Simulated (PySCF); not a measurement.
# C4H5FO: electronic excitations and core binding energies

What electronic excitations and core binding energies should C4H5FO (`C=C(C)C(=O)F`) show?

The runs use PySCF 2.14.0, with density-fitted response routines of our own; the level of theory stands in each step. All values are computed, except where a source is named. Atoms count from 0, in the outputs and in this text.

## Step 1: Starting geometry

11 atoms, charge 0, multiplicity 1; geometry from: GFN2-xTB.

Bonds of the start (Å): C0–C1 1.33, C1–C2 1.50, C1–C3 1.47, C3–O4 1.18, C3–F5 1.37, C0–H6 1.08, C0–H7 1.08, C2–H8 1.09, C2–H9 1.09, C2–H10 1.09.

## Step 2: Excited states and response: CAM-B3LYP/def2-SVPD

Job settings and geometry (Å):

```
{"job": {"kind": "uv", "xc": "CAM-B3LYP", "basis": "def2-SVPD", "nstates": 8, "ntriplets": 3}, "charge": 0, "multiplicity": 1}
C      1.330640    -0.642821     0.067498
C      0.163645    -0.003869     0.005080
C     -1.170009    -0.679504    -0.041988
C      0.096118     1.463708    -0.023705
O     -0.859053     2.161542    -0.075199
F      1.333851     2.047995     0.015745
H      1.376254    -1.718492     0.089003
H      2.268606    -0.115232     0.099763
H     -1.700097    -0.391687    -0.948576
H     -1.777358    -0.359823     0.803230
H     -1.057175    -1.759147    -0.016815
```

Level: TDDFT CAM-B3LYP/def2-SVPD, vertical, gas phase, core orbitals frozen in the response.

Run with:

```console
OMP_NUM_THREADS=1 python probes_run.py task.json out
```

This one command runs all jobs of the session in turn.

Standard output:

```text
coarse grid: 9616 points
cycle   1  E = -329.9089563954  dE =  9.618e-01  |g| = 9.019e-01  |ddm| = 5.631e+00
cycle   2  E = -329.6795317323  dE =  2.294e-01  |g| = 1.482e+00  |ddm| = 2.652e+00
cycle   3  E = -330.0672448585  dE = -3.877e-01  |g| = 1.474e-01  |ddm| = 1.699e+00
cycle   4  E = -330.0704633443  dE = -3.218e-03  |g| = 7.029e-02  |ddm| = 1.931e-01
cycle   5  E = -330.0712625666  dE = -7.992e-04  |g| = 1.342e-02  |ddm| = 7.143e-02
cycle   6  E = -330.0713026546  dE = -4.009e-05  |g| = 4.563e-03  |ddm| = 2.741e-02
cycle   7  E = -330.0713080842  dE = -5.430e-06  |g| = 1.262e-03  |ddm| = 1.047e-02
final grid: 94504 points
cycle   8  E = -330.1332365899  dE = -2.696e-05  |g| = 4.127e-03  |ddm| = 8.647e-02
cycle   9  E = -330.1332349791  dE =  1.611e-06  |g| = 5.285e-03  |ddm| = 1.513e-02
cycle  10  E = -330.1332403982  dE = -5.419e-06  |g| = 5.406e-04  |ddm| = 6.392e-03
cycle  11  E = -330.1332404538  dE = -5.557e-08  |g| = 2.145e-04  |ddm| = 9.913e-04
cycle  12  E = -330.1332404608  dE = -7.036e-09  |g| = 1.073e-04  |ddm| = 3.666e-04
cycle  13  E = -330.1332404630  dE = -2.148e-09  |g| = 1.489e-05  |ddm| = 1.215e-04
cycle  14  E = -330.1332404630  dE = -5.798e-11  |g| = 4.434e-06  |ddm| = 4.135e-05
converged SCF energy = -330.1332404630

Static polarisability (au): isotropic 52.679, principal 36.595 52.248 69.193

Singlet excitations
state   eV       nm        f      main configurations
  1   5.3596    231.3   0.00000   H-1->L 0.93
  2   6.2231    199.2   0.33646   H->L 0.97
  3   7.5001    165.3   0.00044   H-3->L 0.94
  4   7.8798    157.3   0.00200   H-4->L 0.83
  5   7.8994    157.0   0.00998   H->L+1 0.90
  6   8.2908    149.5   0.07220   H-2->L 0.87
  7   8.8016    140.9   0.00189   H->L+2 0.83
  8   8.8626    139.9   0.01427   H-1->L+1 0.70, H-1->L+2 0.17

Triplet excitations (Tamm-Dancoff, eV): 3.7036 4.8564 6.2530
```

It took 25 s on 1 thread of Arm Neoverse V1, shared host; peak memory 0.72 GiB.

Frontier orbitals and where they lie:

| orbital | eV | atoms |
| --- | --- | --- |
| HOMO−3 | -12.54 | C2 22 %, C1 20 %, F5 15 % |
| HOMO−2 | -12.44 | O4 43 %, F5 30 %, C3 15 % |
| HOMO−1 | -10.66 | O4 65 %, F5 12 %, C3 10 % |
| HOMO | -9.82 | C0 34 %, C1 33 %, C2 9 % |
| LUMO | -0.87 | C0 27 %, C3 20 %, O4 19 % |
| LUMO+1 | 1.12 | C0 22 %, C2 18 %, C3 14 % |
| LUMO+2 | 2.01 | C3 26 %, H6 18 %, O4 12 % |

With each of the 8 states as a Gaussian band of 0.4 eV half-width at 1/e, the curve within the window shown has maxima at 199 nm (ε 14,000), 149 nm (ε 3,200) L/(mol cm). Beyond the last state computed it falls off for lack of states. The curve at chosen wavelengths:

(nm, ε (L/mol/cm)): (135, 388), (140, 1109), (145, 2411), (150, 3180), (155, 2088), (160, 845), (165, 259), (170, 76), (175, 164), (180, 952), (185, 3479), (190, 8008), (195, 12360), (200, 13527), (205, 11015), (210, 6956), (215, 3530), (220, 1485), (225, 532), (230, 166), (235, 46), (240, 12), (245, 3), (250, 1), (255, 0), (260, 0)

Leading natural transition orbitals of singlet state 2: the hole lies on C0, C1 about 34 % each; H8, H9 about 6 % each; the particle on C3 30 %; O4 21 %; C0 18 %.

Leading natural transition orbitals of singlet state 1: the hole lies on O4 73 %; F5 11 %; the particle on C3 36 %; O4 25 %; C0 17 %.

Ground-state properties from the same run:

```csv
property,computed
dipole moment (D),3.50
polarisability (Å³),7.81
HOMO–LUMO gap (eV),8.95
−ε(HOMO) (eV),9.82
```

Orbitals, density, ELF and potential are computed afterwards from the orbital file.

Frontier orbitals at CAM-B3LYP/def2-SVPD, with the share of their density that lies nearest to each atom:

```
orbital  energy (eV)                                   lies on
   HOMO        -9.82            C0, C1 about 34 % each; O4 7 %
   LUMO        -0.87  C0, C3 about 24 % each; O4 17 %; C1 15 %
```

ELF in a plane through or near 9 of the atoms.

Values, 10 rows by 14 columns:
```
0.00 0.00 0.00 0.00 0.00 0.00 0.00 0.00 0.00 0.00 0.00 0.00 0.00 0.00
0.00 0.00 0.00 0.00 0.00 0.11 0.26 0.18 0.01 0.00 0.00 0.00 0.00 0.00
0.00 0.00 0.00 0.01 0.02 0.74 0.90 0.86 0.42 0.01 0.00 0.00 0.00 0.00
0.00 0.00 0.26 0.71 0.68 0.38 0.82 0.78 0.18 0.01 0.03 0.01 0.00 0.00
0.00 0.01 0.32 0.82 0.69 0.47 0.75 0.34 0.35 0.65 0.34 0.04 0.00 0.00
0.00 0.00 0.01 0.04 0.04 0.18 0.37 0.41 0.44 0.10 0.52 0.06 0.00 0.00
0.00 0.00 0.14 0.97 1.00 0.51 0.28 0.22 0.32 0.99 0.99 0.59 0.00 0.00
0.00 0.00 0.01 0.38 0.50 0.50 1.00 0.98 0.02 0.09 0.35 0.01 0.00 0.00
0.00 0.00 0.00 0.00 0.00 0.10 0.81 0.68 0.01 0.00 0.00 0.00 0.00 0.00
0.00 0.00 0.00 0.00 0.00 0.00 0.00 0.00 0.00 0.00 0.00 0.00 0.00 0.00
```
The map spans 9.6 Å across and 9.8 Å up, centred on the molecule. Atoms in the plane (x, y in Å): C0 (-0.8, -1.2), C1 (-0.1, -0.1), C2 (1.4, 0.0), C3 (-0.8, 1.2), O4 (-0.3, 2.3), F5 (-2.2, 1.1), H6 (-0.3, -2.2), H7 (-1.9, -1.2), H10 (1.8, -1.0).

log10 of the density (e/Å³) in the same plane.

Values, 10 rows by 14 columns:
```
-4.0 -3.9 -3.8 -3.7 -3.7 -3.8 -3.8 -4.0 -4.0 -4.0 -4.0 -4.0 -4.0 -4.0
-4.0 -3.9 -3.8 -3.6 -3.0 -2.2 -1.8 -2.0 -2.7 -3.5 -4.0 -4.0 -4.0 -4.0
-4.0 -3.7 -3.0 -2.4 -1.8 -0.7  0.3 -0.1 -1.4 -2.5 -3.4 -4.0 -4.0 -4.0
-4.0 -3.0 -1.5 -0.4  0.0 -0.1  0.6  0.0 -1.2 -1.8 -2.1 -2.8 -3.7 -4.0
-4.0 -2.8 -1.1  0.3  0.8  0.1  0.3 -0.4 -0.4 -0.2 -0.8 -2.0 -3.1 -4.0
-4.0 -3.4 -2.2 -1.4 -1.0 -0.5  0.4  0.4  0.2  0.5 -0.4 -1.8 -2.9 -4.0
-4.0 -3.6 -2.3 -1.2  0.2  0.4  0.8 -0.5 -0.8 -0.1 -0.6 -1.9 -3.1 -4.0
-4.0 -4.0 -2.9 -2.0 -1.3 -0.7  0.1 -0.6 -1.8 -2.0 -2.2 -2.9 -3.9 -4.0
-4.0 -4.0 -4.0 -3.5 -2.8 -2.2 -1.7 -2.0 -2.8 -3.3 -3.7 -4.0 -4.0 -4.0
-4.0 -4.0 -4.0 -4.0 -4.0 -4.0 -3.7 -3.8 -4.0 -4.0 -4.0 -4.0 -4.0 -4.0
```
The map spans 9.6 Å across and 9.8 Å up, centred on the molecule. Atoms in the plane (x, y in Å): C0 (-0.8, -1.2), C1 (-0.1, -0.1), C2 (1.4, 0.0), C3 (-0.8, 1.2), O4 (-0.3, 2.3), F5 (-2.2, 1.1), H6 (-0.3, -2.2), H7 (-1.9, -1.2), H10 (1.8, -1.0).

On the surface of density 0.002 e/bohr³ the electrostatic potential runs, from the 1st to the 99th percentile, from -1.40 V near O4 to 1.31 V near H6.

## Step 3: Core-electron binding energies: SCAN, X2C

Settings changed since step 2:

```diff
@@ -1,2 +1,2 @@
-{"job": {"kind": "uv", "xc": "CAM-B3LYP", "basis": "def2-SVPD", "nstates": 8, "ntriplets": 3}, "charge": 0, "multiplicity": 1}
+{"job": {"kind": "xps"}, "charge": 0, "multiplicity": 1}
 C      1.330640    -0.642821     0.067498
```

Method: delta-SCF UKS SCAN, pcX-2 on the ionised atom, pcseg-1 elsewhere, spin-free X2C.

Standard output:

```text
ground state, core basis on atom 0 (C), 140 functions
  cycle   1  E = -330.37739072  |g| = 8.42e-01
  cycle   2  E = -329.83720965  |g| = 1.84e+00
  cycle   3  E = -330.48703480  |g| = 3.88e-01
  cycle   4  E = -330.51639969  |g| = 1.06e-01
  cycle   5  E = -330.51776151  |g| = 5.56e-02
  cycle   6  E = -330.51847947  |g| = 1.63e-02
  cycle   7  E = -330.51854032  |g| = 6.20e-03
  cycle   8  E = -330.51854879  |g| = 2.07e-03
  cycle   9  E = -330.51854909  |g| = 3.06e-04
  E(ground) = -330.52507829 Eh
hole in C 1s of atom 0
  cycle   1  E = -319.24130593  |g| = 1.51e+00
  cycle   2  E = -317.09103389  |g| = 2.27e+00
  cycle   3  E = -319.29068343  |g| = 1.09e+00
  cycle   4  E = -319.75603334  |g| = 4.04e-01
  cycle   5  E = -319.79277073  |g| = 2.77e-01
  cycle   6  E = -319.81991395  |g| = 9.16e-02
  cycle   7  E = -319.82281389  |g| = 2.47e-02
  cycle   8  E = -319.82309761  |g| = 4.99e-03
  cycle   9  E = -319.82312851  |g| = 2.77e-03
  cycle  10  E = -319.82314038  |g| = 1.70e-03
  cycle  11  E = -319.82314443  |g| = 1.31e-03
  cycle  12  E = -319.82314693  |g| = 2.61e-04
  E(ion) = -319.82902669 Eh   <S^2> = 0.7934   hole on atom = 1.000   binding energy = 291.054 eV
ground state, core basis on atom 1 (C), 140 functions
  cycle   1  E = -330.51957292  |g| = 6.23e-02
  cycle   2  E = -330.51889712  |g| = 5.74e-02
  cycle   3  E = -330.51924957  |g| = 4.44e-02
  cycle   4  E = -330.51976639  |g| = 1.16e-02
  cycle   5  E = -330.51979083  |g| = 3.51e-03
  cycle   6  E = -330.51979288  |g| = 5.62e-04
  cycle   7  E = -330.51979314  |g| = 2.69e-04
  E(ground) = -330.52674342 Eh
hole in C 1s of atom 1
  cycle   1  E = -319.22569301  |g| = 1.52e+00
  cycle   2  E = -318.10946336  |g| = 2.15e+00
  cycle   3  E = -319.63246863  |g| = 6.38e-01
  cycle   4  E = -319.70275729  |g| = 4.91e-01
  cycle   5  E = -319.78083445  |g| = 1.93e-01
  cycle   6  E = -319.79456857  |g| = 6.45e-02
  cycle   7  E = -319.79628149  |g| = 1.15e-02
  cycle   8  E = -319.79635884  |g| = 7.61e-03
  cycle   9  E = -319.79640038  |g| = 4.58e-03
  cycle  10  E = -319.79642403  |g| = 2.10e-03
  cycle  11  E = -319.79644018  |g| = 1.18e-03
  cycle  12  E = -319.79644351  |g| = 4.98e-04
  E(ion) = -319.80317706 Eh   <S^2> = 0.7991   hole on atom = 1.000   binding energy = 291.803 eV
ground state, core basis on atom 2 (C), 140 functions
  cycle   1  E = -330.51668773  |g| = 5.76e-02
  cycle   2  E = -330.51662292  |g| = 2.37e-02
  cycle   3  E = -330.51655813  |g| = 2.79e-02
  cycle   4  E = -330.51674323  |g| = 7.79e-03
  cycle   5  E = -330.51675996  |g| = 8.09e-04
  cycle   6  E = -330.51675958  |g| = 3.81e-04
  E(ground) = -330.52311718 Eh
hole in C 1s of atom 2
  cycle   1  E = -319.25812656  |g| = 1.50e+00
  cycle   2  E = -318.70563926  |g| = 1.73e+00
  cycle   3  E = -319.73415707  |g| = 4.11e-01
  cycle   4  E = -319.74592052  |g| = 3.56e-01
  cycle   5  E = -319.80911796  |g| = 7.28e-02
  cycle   6  E = -319.80997230  |g| = 5.80e-02
  cycle   7  E = -319.81121813  |g| = 1.28e-02
  cycle   8  E = -319.81128871  |g| = 4.67e-03
  cycle   9  E = -319.81129928  |g| = 2.82e-03
  cycle  10  E = -319.81130253  |g| = 1.00e-03
  cycle  11  E = -319.81130658  |g| = 5.00e-04
  E(ion) = -319.81707083 Eh   <S^2> = 0.7666   hole on atom = 1.000   binding energy = 291.326 eV
ground state, core basis on atom 3 (C), 140 functions
  cycle   1  E = -330.52537009  |g| = 5.94e-02
  cycle   2  E = -330.52522256  |g| = 3.22e-02
  cycle   3  E = -330.52505020  |g| = 4.15e-02
  cycle   4  E = -330.52546585  |g| = 8.19e-03
  cycle   5  E = -330.52547979  |g| = 2.78e-03
  cycle   6  E = -330.52548081  |g| = 5.26e-04
  cycle   7  E = -330.52548024  |g| = 1.77e-04
  E(ground) = -330.53246103 Eh
hole in C 1s of atom 3
  cycle   1  E = -319.11926540  |g| = 1.50e+00
  cycle   2  E = -317.18948880  |g| = 2.42e+00
  cycle   3  E = -319.43797983  |g| = 6.28e-01
  cycle   4  E = -319.19306220  |g| = 9.11e-01
  cycle   5  E = -319.64445392  |g| = 1.96e-01
  cycle   6  E = -319.65985717  |g| = 8.45e-02
  cycle   7  E = -319.66217904  |g| = 4.75e-02
  cycle   8  E = -319.66360471  |g| = 1.00e-02
  cycle   9  E = -319.66363103  |g| = 7.20e-03
  cycle  10  E = -319.66365590  |g| = 2.44e-03
  cycle  11  E = -319.66366204  |g| = 1.30e-03
  cycle  12  E = -319.66366271  |g| = 4.28e-04
  E(ion) = -319.67030096 Eh   <S^2> = 0.7889   hole on atom = 1.000   binding energy = 295.574 eV
ground state, core basis on atom 4 (O), 140 functions
  cycle   1  E = -330.54559463  |g| = 9.87e-02
  cycle   2  E = -330.54382656  |g| = 1.05e-01
  cycle   3  E = -330.54459928  |g| = 8.29e-02
  cycle   4  E = -330.54587791  |g| = 6.84e-03
  cycle   5  E = -330.54588825  |g| = 1.83e-03
  cycle   6  E = -330.54588929  |g| = 5.56e-04
  cycle   7  E = -330.54588750  |g| = 1.35e-04
  E(ground) = -330.54984918 Eh
hole in O 1s of atom 4
  cycle   1  E = -309.92464360  |g| = 2.22e+00
  cycle   2  E = -309.01700993  |g| = 2.35e+00
  cycle   3  E = -310.44704102  |g| = 7.55e-01
  cycle   4  E = -310.54053602  |g| = 5.96e-01
  cycle   5  E = -310.74145659  |g| = 1.34e-01
  cycle   6  E = -310.74916761  |g| = 9.35e-02
  cycle   7  E = -310.75285547  |g| = 2.52e-02
  cycle   8  E = -310.75310092  |g| = 7.83e-03
  cycle   9  E = -310.75312695  |g| = 3.62e-03
  cycle  10  E = -310.75313375  |g| = 1.11e-03
  cycle  11  E = -310.75313503  |g| = 4.50e-04
  E(ion) = -310.75914019 Eh   <S^2> = 0.7660   hole on atom = 1.000   binding energy = 538.533 eV
ground state, core basis on atom 5 (F), 140 functions
  cycle   1  E = -330.55985042  |g| = 1.45e-01
  cycle   2  E = -330.55059948  |g| = 2.40e-01
  cycle   3  E = -330.56042669  |g| = 7.07e-02
  cycle   4  E = -330.56135009  |g| = 1.27e-02
  cycle   5  E = -330.56139893  |g| = 1.90e-03
  cycle   6  E = -330.56140061  |g| = 9.10e-04
  cycle   7  E = -330.56139988  |g| = 2.69e-04
  E(ground) = -330.56993093 Eh
hole in F 1s of atom 5
  cycle   1  E = -304.18943076  |g| = 2.58e+00
  cycle   2  E = -303.71815237  |g| = 2.39e+00
  cycle   3  E = -304.69473577  |g| = 9.82e-01
  cycle   4  E = -304.87423777  |g| = 7.45e-01
  cycle   5  E = -305.06830809  |g| = 1.82e-01
  cycle   6  E = -305.08036938  |g| = 1.20e-01
  cycle   7  E = -305.08861120  |g| = 3.95e-02
  cycle   8  E = -305.08936548  |g| = 7.66e-03
  cycle   9  E = -305.08940158  |g| = 2.34e-03
  cycle  10  E = -305.08940518  |g| = 6.29e-04
  cycle  11  E = -305.08940560  |g| = 2.62e-04
  E(ion) = -305.10441742 Eh   <S^2> = 0.7580   hole on atom = 1.000   binding energy = 692.952 eV
```

It took 47 s on 1 thread of Arm Neoverse V1, shared host; peak memory 0.47 GiB.

The holes in one table. −ε is the ground-state orbital energy:

| hole | stands for | environment | ΔSCF (eV) | −ε (eV) | ⟨S²⟩ |
| --- | --- | --- | --- | --- | --- |
| C1s on C0 | C0 | β carbon of a C=C–C=O unit | 291.05 | 274.5 | 0.793 |
| C1s on C1 | C1 | α carbon of a C=C–C=O unit | 291.80 | 275.0 | 0.799 |
| C1s on C2 | C2 | allylic methyl carbon | 291.33 | 274.0 | 0.767 |
| C1s on C3 | C3 | carbonyl carbon | 295.57 | 278.0 | 0.789 |
| O1s on O4 | O4 | carbonyl oxygen | 538.53 | 517.1 | 0.766 |
| F1s on F5 | F5 | fluorine bonded to C | 692.95 | 667.2 | 0.758 |

## Step 4: Results

| quantity | value |
| --- | --- |
| lowest singlet (CAM-B3LYP/def2-SVPD) | 5.36 eV (231 nm), f = 0.000 |
| brightest single state of those computed | state 2, 6.22 eV, f = 0.336 |
| lowest triplet | 3.70 eV |
| surface potential, 1st and 99th percentile | -1.40 V and 1.31 V |
| C1s binding energies, SCAN/pcX-2 | C3 295.57, C1 291.80, C2 291.33, C0 291.05 eV |
| O1s binding energies, SCAN/pcX-2 | O4 538.53 eV |
| F1s binding energies, SCAN/pcX-2 | F5 692.95 eV |

**Reading.** The first singlet state (HOMO−1→LUMO 0.93) lies at 5.36 eV and is dark; of the 8 states computed, the strongest absorption comes from state 2 at 6.22 eV. The lowest triplet lies 1.66 eV below the lowest singlet (triplets in Tamm-Dancoff, singlets in full TDDFT). By nearest atom (CAM-B3LYP/def2-SVPD), the HOMO sits on C0, C1 about 34 % each; O4 7 % and the LUMO on C0, C3 about 24 % each; O4 17 %. C3 (carbonyl carbon) binds its C1s electron 4.52 eV more tightly than C0 (β carbon of a C=C–C=O unit).
